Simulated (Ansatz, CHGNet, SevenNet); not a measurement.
Elastic constant C12 (GPa) of solids drawn from the class of tetrahedrally bonded semiconductors and semimetals, from the machine-learned potential CHGNet 0.3.0 (trained on PBE and PBE+U data); the machine-learned potential CHGNet-r²SCAN (trained on r²SCAN data); the machine-learned potential SevenNet-0 (trained on PBE and PBE+U data); the machine-learned potential SevenNet-l3i5 (trained on PBE and PBE+U data); PBE (plane waves, PAW; Ansatz, a quantum-chemistry and plane-wave program); r²SCAN (Ansatz, plane waves, PAW).

```csv
solid,CHGNet 0.3.0,CHGNet-r²SCAN,SevenNet-0,SevenNet-l3i5,PBE,r²SCAN
3C-SiC,203,168,157,147,127,…
zinc-blende BAs,104,136,99.5,94.7,63.6,…
zinc-blende CdTe,25.9,36.3,30.2,31.2,29.7,34.7
zinc-blende AlN (metastable phase),201,203,168,166,149,162
2H-SiC,171,167,146,153,102,107
zinc-blende ZnSe,46.5,62.3,49.8,50.1,45.1,52.9
cubic BN,233,314,268,272,169,176
zinc-blende BP,112,163,153,112,73.3,73.4
zinc-blende GaN (metastable phase),200,178,151,142,131,153
zinc-blende CdSe,45.0,38.4,39.7,39.2,39.0,45.9
```

Task: Fill in the missing entries.

Result: 
- 3C-SiC, r²SCAN: 134
- zinc-blende BAs, r²SCAN: 66.6

The levels part most in proportion for zinc-blende BP (73.3 to 163 GPa) and least for zinc-blende CdSe (38.4 to 45.9 GPa).

Ansatz's runs of these crystals have no spin polarisation.

Each level is taken at its own relaxed cell. Ansatz's density-functional and Hartree–Fock values are scalar-relativistic unless marked +SOC, with PAW data made under PBE.

Machine-learned potentials (CHGNet 0.3.0, CHGNet-r²SCAN, SevenNet-0, SevenNet-l3i5) are trained on DFT data: a solid inside that data is no test of them.
